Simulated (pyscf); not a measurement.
Optimised with ωB97X-D3(BJ)/def2-SVP in PySCF. Correlated levels are frozen-core, on RHF or UHF. ΔMP2 is the change of the MP2 total energy from the triple- to the quadruple-zeta basis.

Task: Estimate by transition-state theory (the high-pressure limit) the rate constant of C₂H₄AlCl (SMILES [Cl][Al]1[CH2][CH2]1) → Al–Cl (SMILES [Al][Cl]) [singlet] + H₂C=CH₂ (SMILES C=C) (singlet surface; Al–C, Al–C broken, none formed) at 600 K, with CCSD(T)/def2-TZVPP + ΔMP2(QZVPP) energies (ideal gas, 1 atm, RRHO with modes under 100 cm⁻¹ raised to 100, one conformer, R ln 2 for chiral ones without a mode under 150 cm⁻¹; no tunnelling).

Result: The electronic barrier is 19.9 kcal/mol and the thermal terms add -0.5, so ΔG‡ = 19.4 kcal/mol. With k_BT/h = 1.25e+13 s⁻¹ and RT = 1.192 kcal/mol, k = 1.1e+06 s⁻¹, a half-life of 6.4e-07 s through this channel alone. Wigner's tunnelling factor for 459i cm⁻¹ would be 1.05. A shift of 1 kcal/mol in the barrier changes k by a factor 2.3. On the product side the descent ends in a complex, 4.5 kcal/mol under the separated species and 32.6 kcal/mol under the saddle at ωB97X-D3(BJ)/def2-TZVP. At ωB97X-D3(BJ)/def2-TZVP the barrier from the zero used here is 24.6 kcal/mol. This is the saddle that the search found; another between the same sides may lie lower. A restricted solution here is unstable towards spin polarisation, so biradical character is likely and single-reference numbers are less safe. The CCSD(T) − MP2 part came from Ansatz, without density fitting, on the same reference.
